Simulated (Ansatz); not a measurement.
The input, for Ansatz 0.2.0:

```yaml
crystal:
  periodic: [false, false, false]
  atoms:
    - {symbol: N, position_ang: [-2.002845, 0.019973, -0.019236]}
    - {symbol: H, position_ang: [-2.300124, 0.987807, -0.019236]}
    - {symbol: H, position_ang: [-2.300124, -0.382326, 0.861023]}
    - {symbol: H, position_ang: [-0.411845, 0.019973, -0.019236]}
    - {symbol: Si, position_ang: [1.124155, 0.019973, -0.019236]}
    - {symbol: H, position_ang: [1.520590, -1.459540, -0.019236]}
basis:
  gaussian: {orbitals: cc-pVDZ}
magnetization: {spin_polarized: true, initial_magnetization: 1}
hamiltonian: {xc: {name: PBE}}
output: {orbitals: {seedname: orbitals}}
```

```sh
$ ansatz run in.yaml --threads 1 --pin off --events-out ev --progress --plain --max-ram 2393MiB
```

Task: Roughly how long does this take on 1 thread of Arm Neoverse V1, shared host, and how much host memory?

Result: 4 s wall and 0.18 GiB.

```
668 factors; their error is unknown
mean field evaluation 1: about -9408.6230 eV, gradient 5.0e1 eV
mean field evaluation 2: about -9272.9559 eV, gradient 1.1e2 eV
mean field evaluation 4: about -9379.3195 eV, gradient 6.0e1 eV
mean field evaluation 8: about -9421.4331 eV, gradient 6.8e0 eV
mean field evaluation 16: about -9421.8062 eV, gradient 2.9e0 eV
mean field evaluation 32: about -9421.9522 eV, gradient 9.5e-1 eV
mean field evaluation 64: about -9421.6998 eV, gradient 6.6e-1 eV
mean field -9422.06093060 eV, -346.2543526973 hartree, gradient 1.8e-5 eV, S^2 0.897416; 8 other end points of the search recorded, 0 dependent functions left out
reference -9422.06096318 eV, -346.2543538944 hartree; 13, 12 occupied and 39, 40 virtual orbitals, 668 factors
Total energy: -9422.06096318 eV, -346.2543538944 hartree
```
